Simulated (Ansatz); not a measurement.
CH₄MgS, SMILES C[S][MgH], the energy of protonation at one site

Computed with the Ansatz DFT code, driven from Python.

The cells in order, each with its output:

```python
import ansatz as az
import numpy as np
```

```python
geometry_ang = [
    ('C', (-0.7898, 0.7424, -0.0605)),
    ('S', (-0.4797, -0.1955, 1.4091)),
    ('Mg', (1.3053, -1.3693, 0.2756)),
    ('H', (-1.0351, 0.1192, -0.9105)),
    ('H', (0.0599, 1.371, -0.3703)),
    ('H', (-1.6845, 1.4899, 0.1344)),
    ('H', (2.6852, -2.2257, -0.5235)),
]
system = az.Crystal.molecule()
for symbol, xyz in geometry_ang:
    system = system.atom(symbol, xyz)

job = (
    system.calculation()
    .basis(gaussian='def2-SVP')
    .correlation('mp2')
    .accuracy('medium')
    .scf(lower_state_search='off')
)
symbols = [site.symbol for site in system.cartesian_sites]
start = np.array([site.position_ang for site in system.cartesian_sites], dtype=float)
rep = job.relax(force_tolerance=0.01, max_steps=100).run(threads=1, backend='cpu').report
end = np.array(rep['positions_ang'])
```

    

```python
# put the proton on the side away from the neighbours, slightly off axis
away = sum((end[1] - end[j]) / np.linalg.norm(end[1] - end[j]) for j in [0, 2]) + np.array([0.15, 0.1, -0.2])
proton = end[1] + 1.4 * away / np.linalg.norm(away)
acid = az.Crystal.molecule()
for symbol, place in zip(symbols, end):
    acid = acid.atom(symbol, place.tolist())
acid = acid.atom('H', proton.tolist())
protonated = acid.calculation()
protonated = protonated.basis(gaussian='def2-SVP')
protonated = protonated.correlation('mp2').accuracy('medium')
protonated = protonated.scf(lower_state_search='off')
protonated = protonated.charge(1)
protonated = protonated.relax(force_tolerance=0.01, max_steps=80)
after = protonated.run(threads=1, backend='cpu').report
xyz = np.array(after['positions_ang'])
reach = np.linalg.norm(xyz[:-1] - xyz[-1], axis=1)
print(f'base {rep["free_energy_ev"]:.5f} eV, protonated {after["free_energy_ev"]:.5f} eV')
print(f'the proton ends {reach.min():.3f} A from {symbols[reach.argmin()]}{reach.argmin()}')
print(f'electronic proton affinity {(rep["free_energy_ev"] - after["free_energy_ev"]):.3f} eV')
```

    base -17345.71462 eV, protonated -17354.90971 eV
    the proton ends 1.346 A from S1
    electronic proton affinity 9.195 eV

What to keep in mind:
- The settings weren't tested for convergence.
- The proton is put on one chosen atom, which needn't be the most basic site, so the molecule's proton affinity can be higher; the ends are stationary points, not checked by frequencies, and zero-point and thermal terms count only where printed.
- Timing: 30 s on 1 thread of Arm Neoverse V1, with other jobs on the host, peak memory 0.23 GiB.

(Lines on the test bed's own set-up are left out of the output.)
